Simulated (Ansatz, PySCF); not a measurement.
**Diamond: smallest direct gap on the k points sampled by level of theory**

No measured value is used here.

| level (code) | value (eV) | cell (Å³/atom) |
|---|---|---|
| LDA (Ansatz) | 5.54 | 5.67 |
| PBE (Ansatz) | ___ | 5.67 |
| revPBE (Ansatz) | 5.56 | 5.76 |
| PBE-D3(BJ) (Ansatz) | 5.62 | 5.63 |
| PBE-D4 (Ansatz) | 5.62 | 5.63 |
| r²SCAN (Ansatz) | 5.88 | 5.67 |
| r²SCAN+rVV10 (Ansatz) | 5.89 | 5.63 |
| r²SCANh (Ansatz) | ___ | 5.67 |
| Hartree–Fock (Ansatz) | ___ | 5.67 |
| evGW@PBE (PySCF) | 7.80 ± 0.08 | 5.67 |
| G0W0@PBE (PySCF) | 7.44 ± 0.06 | 5.67 |
| QSGW@PBE (PySCF) | ___ | 5.67 |

**Question.** What belongs in the gaps?

**Answer.** 
- PBE (Ansatz, a program for electronic structure), value (eV): 5.60
- r²SCANh (Ansatz), value (eV): 6.65
- Hartree–Fock (Ansatz), value (eV): 14.76
- QSGW@PBE (PySCF), value (eV): 7.99 ± 0.09

At these levels the smallest gap is indirect and lower: LDA 4.10, PBE 4.14, revPBE 4.10, PBE-D3(BJ) 4.16, PBE-D4 4.16, r²SCAN 4.35, r²SCAN+rVV10 4.34, r²SCANh 5.05, Hartree–Fock 12.56, evGW@PBE 5.85, G0W0@PBE 5.53, QSGW@PBE 5.96 eV. Computed values are for a static lattice.  A ± on a computed value is a rough bar: the spread of its extrapolation, a floor set from checks against published values, or a statistical error. Values are at the measured cell; revPBE at the level's own equilibrium cell; PBE-D3(BJ) at the level's own equilibrium cell; PBE-D4 at the level's own relaxed cell; r²SCAN+rVV10 at the level's own equilibrium cell. Cutoffs and k meshes differ between the levels. Ansatz's density-functional and Hartree–Fock values are scalar-relativistic unless marked +SOC, with PAW data made under PBE.
